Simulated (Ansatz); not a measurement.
in.yaml

```yaml
crystal:
  periodic: [false, false, false]
  atoms:
    - {symbol: Si, position_ang: [0.000000, 0.000000, 0.000000]}
    - {symbol: N, position_ang: [0.000000, 0.000000, 1.563809]}
basis:
  gaussian: {orbitals: cc-pVDZ}
magnetization: {spin_polarized: false, initial_magnetization: 1}
correlation: {method: ccsdt_q, electrons: outside_noble_gas}
```

```sh
$ ansatz run in.yaml --threads 1 --pin off --events-out ev --progress --plain --max-ram 3072MiB --backend cpu
```

Output:

```
577 factors; integrals over basis functions are off by at most 1.6e-7 eV
mean field evaluation 1: about -9334.5443 eV, gradient 3.9e1 eV
mean field evaluation 2: about -9334.5489 eV, gradient 3.9e1 eV
mean field evaluation 4: about -9339.9073 eV, gradient 2.9e0 eV
mean field evaluation 8: about -9340.4182 eV, gradient 3.8e-1 eV
mean field evaluation 16: about -9340.4453 eV, gradient 7.3e-1 eV
mean field evaluation 32: about -9339.9017 eV, gradient 2.9e0 eV
mean field evaluation 64: about -9340.7410 eV, gradient 2.2e-6 eV
mean field evaluation 96: about -9340.4187 eV, gradient 5.0e-1 eV
mean field evaluation 128: about -9340.7410 eV, gradient 1.2e-6 eV
mean field evaluation 160: about -9340.7410 eV, gradient 3.5e-3 eV
...
cycle  14  -7.32623792 eV  change   -8.4e-5 eV  update   7.5e-5
cycle  15  -7.32618772 eV  change    5.0e-5 eV  update   5.0e-5
cycle  16  -7.32620992 eV  change   -2.2e-5 eV  update   3.4e-5
cycle  17  -7.32619989 eV  change    1.0e-5 eV  update   1.7e-5
cycle  18  -7.32618463 eV  change    1.5e-5 eV  update   1.1e-5
cycle  19  -7.32618063 eV  change    4.0e-6 eV  update   7.3e-6
cycle  20  -7.32618642 eV  change   -5.8e-6 eV  update   4.1e-6
cycle  21  -7.32618771 eV  change   -1.3e-6 eV  update   2.2e-6
cycle  22  -7.32618902 eV  change   -1.3e-6 eV  update   1.2e-6
cycle  23  -7.32618947 eV  change   -4.5e-7 eV  update   6.5e-7
perturbative correction -0.05332304 eV, -0.0019595855 hartree
Total energy: -9347.79977516 eV, -343.5253055710 hartree
```

For the same geometry and basis full CI lies 1.3 meV higher.

Ran on 1 thread of AMD EPYC 7R13, shared host: 8 s wall, 0.19 GiB peak host memory.
